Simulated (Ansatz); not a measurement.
The same path of CH₇PSi (10 atoms, charge 0, multiplicity 1) was run twice with different band settings. The coordinate that changes most is the dihedral H6–C1–Si2–P3.

Theory: RHF/def2-SVP in Ansatz.

Relaxed end points:

```xyz
10
Properties=species:S:1:pos:R:3
C -1.025 0.682 -0.916
Si -0.153 -0.662 0.079
P 1.283 0.311 1.562
H -1.753 0.242 -1.602
H -0.311 1.258 -1.509
H -1.555 1.373 -0.257
H 0.547 -1.602 -0.831
H -1.134 -1.438 0.878
H 1.913 -0.881 1.985
H 2.271 0.666 0.615
```

```xyz
10
Properties=species:S:1:pos:R:3
C -1.021 0.675 -0.928
Si -0.067 -0.679 -0.026
P 1.077 0.232 1.726
H -1.697 1.196 -0.247
H -1.617 0.249 -1.739
H -0.341 1.410 -1.363
H 0.837 -1.381 -0.969
H -1.001 -1.678 0.548
H 1.825 -0.923 2.046
H 2.089 0.848 0.954
```

Common settings: movable images 9; climbing image yes; spring 5.0 eV/Å²; start path through a guess of the saddle point; force threshold 0.05 eV/Å; end points relaxed.

| run | optimiser | iteration limit | largest step |
| --- | --- | --- | --- |
| 1 | quadratic models (default) | 51 | default |
| 2 | lbfgs | 60 | 0.5 Å |

Problem. What does each run give, and how far can it be trusted?

Solution. Run 1: converged after 6 iterations, highest image 0.074 eV above the first end. A vibrational analysis at the climbing image gives one clearly imaginary mode, 175i cm⁻¹: a first-order saddle point.
Run 2: converged after 15 iterations, highest image 0.074 eV above the first end. Another band between the same ends (9 images) ends at a top of the same energy, where a vibrational analysis finds 1 clearly imaginary mode.
